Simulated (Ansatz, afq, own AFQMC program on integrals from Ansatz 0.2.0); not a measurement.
## Cl, doublet → Cl⁺, triplet

A free Cl atom.

E(triplet, charge +1) − E(doublet, charge +0) at this geometry, on UHF and UHF determinants.

Basis cc-pVDZ. Only valence electrons are correlated. AFQMC by an in-house program on the Cholesky factors that Ansatz 0.2.0 writes for its CCSD(T) run. The CISD trial takes its coefficients from CCSD amplitudes. Released means that phaseless walkers are propagated on without the constraint, phases kept. ± is one standard error of the sampling. The errors of all members are added in quadrature.

Full CI on the same integrals is exact in this basis and with this determinant's frozen core.

The best estimate is CCSD(T) at the basis-set limit (CBS: def2-TZVPP and def2-QZVPP, with their diffuse functions for anions and beside diffuse sets, CCSD(T) itself extrapolated) plus the step from CCSD(T) to full CI in cc-pVDZ. Rows without CBS are in cc-pVDZ, the functionals in def2-TZVP; B2PLYP and the wave-function rows carry a basis error of their own. Core correlation and relativity beyond core potentials are missing, and ± holds the sampling alone.

Cautions: Cl (doublet): the ph-AFQMC/HF walk drifts between its halves (2.2 errors), the ph-AFQMC/CISD walk drifts between its halves (2.3 errors).

Best estimate: 12.992 eV.

| level | vertical ionization energy (eV) | error against the best estimate (eV) |
| --- | --- | --- |
| HF | 11.815 | -1.178 |
| MP2 | 12.423 | -0.569 |
| CCSD | 12.360 | -0.632 |
| CCSD(T) | 12.362 | -0.630 |
| CCSDT | 12.361 | -0.631 |
| CCSDT(Q) | 12.362 | -0.630 |
| CCSDTQ | 12.362 | -0.630 |
| ph-AFQMC/CISD | 12.361 ± 0.002 | -0.631 ± 0.002 |
| released AFQMC | 12.365 ± 0.003 | -0.627 ± 0.003 |
| FCI | 12.362 | -0.630 |
| HF/CBS | 11.762 | -1.230 |
| MP2/CBS | 12.945 | -0.047 |
| CCSD(T)/CBS | 12.992 | 0.000 |
| PBE | 12.962 | -0.031 |
| r2SCAN | 13.009 | 0.017 |
| PBE0 | 12.954 | -0.038 |
| B3LYP | 13.059 | 0.067 |
| wB97M-V | 12.959 | -0.033 |
| B2PLYP | 12.876 | -0.116 |

Correlation beyond CCSD(T) changes it by less than 2 meV. Going to the basis-set limit adds 0.630 eV at CCSD(T). The perturbative (T) step is worth +0.002 eV. The functionals spread over 0.183 eV; r2SCAN and PBE come nearest and B2PLYP is 0.116 eV too low.

Best estimates are given only where the step beyond CCSD(T) is under 0.3 eV and no member's determinant is very poor (T1 over 0.05, or 0.07 for open shells, ⟨S²⟩ too high by 0.3, two states mixed), so the hardest cases are missing from such tables.

The functionals ran in a triple-zeta set and keep a basis error of their own, a few kJ/mol for each bond in atomization energies and more for double hybrids, so close places among them and the extrapolated levels can swap.

CCSDT and higher add their correlation energy to the determinant of the CCSD(T) run, since their own runs factorise the integrals more tightly (a shift of under 2 meV). Each member of a difference takes its own highest rung, so a best estimate needn't equal the limit plus the step of one row. A walk keeps the symmetry of its determinant, which the program's search chose and which needn't be the lowest solution, so a lower state of the same spin and another symmetry isn't excluded. Released energies are given only where the last usable release times agree within the noise; a slower fall can still hide under it.
